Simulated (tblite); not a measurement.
**Question.** Write Cartesian coordinates for `[O-][C]1C=CC1` [radical] as optimised with GFN2-xTB. (Charge -1 and doublet state.)

**Answer.** 
```
atom  x, y, z in Å
O1    -0.6105   -0.6360    2.0995
C2    -0.2328   -0.1829    0.9887
C3     0.4438    0.9374    0.4853
C4     0.3062    0.5482   -0.8586
C5    -0.3743   -0.7423   -0.4595
H6     0.8724    1.8188    0.9511
H7     0.8257    0.8118   -1.7685
H8     0.1861   -1.6675   -0.6474
H9    -1.4029   -0.8815   -0.8158
```

Any rigid rotation of these coordinates is as good. Atoms count from 1 in this order. C2 (carbon bonded to 2 C and O) is planar (angles 138.6°, 131.6° and 89.8°, sum 360.0°, 0.00 Å off the plane of its three neighbours). C4 (carbon bonded to 2 C and H) has angles 133.7°, 130.3° and 91.6°, sum 355.6°, 0.15 Å off the plane of its three neighbours. The C–C distances run from 1.402 Å (C2–C3, drawn single in one of several resonance forms) to 1.559 Å (C2–C5, drawn single), a spread of 0.157 Å. The 4-membered ring C2–C3–C4–C5 has internal angles of 84.2° to 94.3° (sum 360°, against 360° for a flat polygon); it is almost planar, 0.02 Å rms from its mean plane, widest ring torsion 3°.

Bonds between heavy atoms (Å): O1–C2 1.258, C2–C3 1.402, C3=C4 1.406, C4–C5 1.512, C2–C5 1.559.

Computed geometry: GFN2-xTB, gas phase. This method treats the open shell by occupation alone, without spin polarisation.

Point group: near Cs, missed by 0.24 Å at most; the miss may be what the optimiser left on a soft mode. Its GFN2-xTB frequencies are all real (lowest 256 cm⁻¹). Whether the extra electron is bound in the gas phase wasn't checked; a finite basis holds it in any case.
